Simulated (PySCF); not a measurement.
# NH3: NMR shieldings

What do calculations give for the NMR shieldings of NH3 (`N`)?

Programs: PySCF 2.14.0, with routines of our own; each step states its level. All values are computed. Atoms count from 0.

## Step 1: The starting structure

4 atoms, charge 0, multiplicity 1; geometry from: GFN2-xTB.

## Step 2: Optimising the geometry at PBE0-D3(BJ)/def2-SVP

What the job is given:

```
{"job": {"xc": "PBE0", "basis": "def2-SVP", "d3": "d3bj", "grid": 1, "maxiter": 30, "shake": 0.01, "kind": "geom"}, "charge": 0, "multiplicity": 1}
N      0.025980    -0.022860     0.273520
H      0.918820    -0.200590    -0.108960
H     -0.650550    -0.702860    -0.095120
H     -0.256250     0.900940    -0.102450
```

Run with:

```
$ OMP_NUM_THREADS=4 python heavy_run.py task.json out
```

The driver reads the jobs from task.json and runs them one after another.

The log of the run:

```text
step   0  E = -56.43980887  max force = 0.036037
step   1  E = -56.42692814  max force = 0.098287
step   2  E = -56.43960991  max force = 0.022457
step   3  E = -56.44130332  max force = 0.005143
step   4  E = -56.44134688  max force = 0.000617
step   5  E = -56.44134781  max force = 0.000060
optimisation converged
```

It took 1.2 s on 4 threads of Intel Xeon 6975P-C, shared host; peak memory 0.25 GiB.

Along the way: (the energy doesn't fall at every step)

| step | energy from step 0 (eV) | largest force component (eV/Å) |
| --- | --- | --- |
| 0 | 0.0000 | 1.8531 |
| 1 | 0.3505 | 5.0541 |
| 2 | 0.0054 | 1.1548 |
| 3 | -0.0407 | 0.2645 |
| 4 | -0.0419 | 0.0317 |
| 5 | -0.0419 | 0.0031 |

Close pairs (by a distance rule), those that changed most:

| bond | before (Å) | after (Å) | change (Å) |
| --- | --- | --- | --- |
| N0–H1 | 0.987 | 1.020 | +0.032 |
| N0–H3 | 1.037 | 1.020 | -0.017 |
| N0–H2 | 1.028 | 1.020 | -0.008 |

The final coordinates are the input of the step that follows.

| at the end point | value |
| --- | --- |
| point group (found at 0.08 Å tolerance) | C3v |
| rotational constants (GHz, main isotopes) | 291.8, 291.8, 190.8 |
| dipole moment (D) | 1.79 |

## Step 3: NMR shieldings: PBE0/pcJ-2, spin–orbit

What the job is given:

```
{"job": {"kind": "hnmr", "xc": "PBE0", "basis": {"default": "pcJ-2"}, "rel": "so"}, "charge": 0, "multiplicity": 1}
N     -0.286666    -0.001050    -0.075089
H      0.311137    -0.119647    -0.892752
H      0.041200     0.852756     0.375917
H     -0.027523    -0.756616     0.559004
```

Level: PBE0/pcJ-2 GIAO NMR shielding, X2C with spin-orbit coupling, screened-nuclear two-electron part, Gaussian nuclei, gas phase.

The log of the run:

```text
spin-free SCF
coarse grid: 2928 points
cycle   1  E = -56.5183991124  dE = -1.027e-01  |g| = 3.744e-01  |ddm| = 9.357e-01
cycle   2  E = -56.4939460645  dE =  2.445e-02  |g| = 5.143e-01  |ddm| = 5.576e-01
cycle   3  E = -56.5493391446  dE = -5.539e-02  |g| = 1.802e-02  |ddm| = 3.007e-01
cycle   4  E = -56.5493934594  dE = -5.431e-05  |g| = 3.537e-03  |ddm| = 1.624e-02
cycle   5  E = -56.5493956272  dE = -2.168e-06  |g| = 2.368e-04  |ddm| = 2.256e-03
final grid: 27112 points
cycle   6  E = -56.5477792992  dE = -3.467e-05  |g| = 5.996e-03  |ddm| = 1.514e-02
cycle   7  E = -56.5477735971  dE =  5.702e-06  |g| = 7.987e-03  |ddm| = 5.927e-03
cycle   8  E = -56.5477860783  dE = -1.248e-05  |g| = 1.821e-04  |ddm| = 3.661e-03
cycle   9  E = -56.5477860847  dE = -6.467e-09  |g| = 4.663e-05  |ddm| = 1.765e-04
converged SCF energy = -56.5477860847
two-component SCF
cycle   1  E = -56.5477856486  dE = -5.655e+01  |FDS-SDF| = 4.187e-03
cycle   2  E = -56.5477867427  dE = -1.094e-06  |FDS-SDF| = 2.490e-04
cycle   3  E = -56.5477867733  dE = -3.065e-08  |FDS-SDF| = 5.273e-05
cycle   4  E = -56.5477867747  dE = -1.370e-09  |FDS-SDF| = 4.524e-05
converged, E = -56.5477867747

Field gradients (au) and densities at the nuclei (bohr^-3)
atom        Vxx        Vyy        Vzz        centre      nuclear mean
  0 N      0.4321     0.4322    -0.8643        205.715        205.706
  1 H     -0.1619    -0.2115     0.3734          0.474          0.474
  2 H     -0.1619    -0.2116     0.3736          0.474          0.474
  3 H     -0.1618    -0.2115     0.3733          0.474          0.474

Core orbital energies (eV)
atom   shell        mean    spread

Shielding tensors (ppm)
atom      isotropic    diamagn.    paramagn.     s11        s22        s33       span
  0 N       263.46      315.69      -52.23     232.86     278.74     278.76      45.90
  1 H        31.53       30.86        0.67      25.88      26.69      42.01      16.12
  2 H        31.53       30.88        0.65      25.89      26.69      42.01      16.12
  3 H        31.53       30.87        0.66      25.88      26.69      42.00      16.12
```

Wall time 3.4 s (4 threads of Intel Xeon 6975P-C, shared host); peak memory 0.54 GiB.

In short:

| quantity | value |
| --- | --- |
| energy from spin-orbit coupling | 0.0000 Eh |

The fields below are evaluated on a grid from the run's orbitals.

Frontier orbitals at PBE0/pcJ-2, with the share of their density that lies nearest to each atom:

| orbital | energy (eV) | lies on |
| --- | --- | --- |
| HOMO | -7.77 | N0 72 %; H1, H2, H3 about 9 % each |
| LUMO | 0.67 | H1, H2, H3 about 29 % each; N0 12 % |

ELF in a plane through or near 3 of the atoms.

Ten even steps from ' ' (0.00) to '@' (1.00):
```
                                                        
                                                        
                                                        
                                                        
                      ..--====--::                      
                    ..++%%@@@@@@##--::                  
                  ..::**@@@@@@@@%%++::                  
                  ..::**@@@@@@@@%%==::                  
                ..::--++%%@@@@@@**--::                  
            ..==##%%%%####++++####**++==::              
          ..--##@@@@@@@@%%++++%%@@@@@@%%++..            
          ::==%%@@@@@@@@%%**##@@@@@@@@@@##--..          
          ..::##@@@@@@%%**==++%%@@@@@@@@**::            
              ::++**++==::..::==##%%%%**--              
                ..::....      ..--==--::                
                                                        
                                                        
                                                        
                                                        
                                                        
```
The map spans 6.9 Å across and 7.1 Å up, centred on the molecule. Atoms in the plane (x, y in Å): H1 (0.1, 0.9), H2 (0.8, -0.5), H3 (-0.8, -0.4).

log10 of the density (e/Å³) in the same plane.

Ten even steps from ' ' (-4.0) to '@' (0.4):
```
                                                        
                                                        
                      ............                      
                ....::::----------::::..                
              ..::::----==========----::..              
            ..::--====++********++++==--::..            
          ....::--==++**##%%%%##**++++==--::..          
        ..::::--==****##%%@@@@@@##****++--::::..        
        ::----==++**##%%@@@@@@@@%%##**++==--::..        
      ..::--==++**##%%@@@@@@@@@@%%%%##**++==--::..      
      ..::====**##%%@@@@@@@@@@@@@@%%%%**++==--::..      
      ..::====++##%%@@@@@@@@@@@@@@@@%%##++==--::..      
      ..::--==++**####%%%%%%%%%%%%%%##**++==--::..      
        ..::--==++++++****************++==--::..        
        ..::::--========++++++++++++====--::::..        
            ....::::::::--------------::::..            
                ..........::::::::::....                
                                                        
                                                        
                                                        
```
The map spans 6.9 Å across and 7.1 Å up, centred on the molecule. Atoms in the plane (x, y in Å): H1 (0.1, 0.9), H2 (0.8, -0.5), H3 (-0.8, -0.4).

On the surface of density 0.002 e/bohr³ the electrostatic potential runs, from the 1st to the 99th percentile, from -1.93 V near N0 to 1.50 V near H3.

## Step 4: Outcome

| quantity | value |
| --- | --- |
| point group | C3v |
| rotational constants (main isotopes) | 291.80, 291.76, 190.81 GHz |
| energy from spin-orbit coupling (step 3, PBE0/pcJ-2, spin–orbit) | 0.0000 Eh |
| shieldings (step 3, PBE0/pcJ-2, spin–orbit) | N0 263.5, H1 31.5, H2 31.5, H3 31.5 ppm |
| surface potential, 1st and 99th percentile | -1.93 V and 1.50 V |

What this shows: Relaxing lowered the energy by 0.042 eV in 5 steps; the close pair that moved most is N0–H1, from 0.987 to 1.020 Å. In step 3, N0 has the widest tensor, 46 ppm.
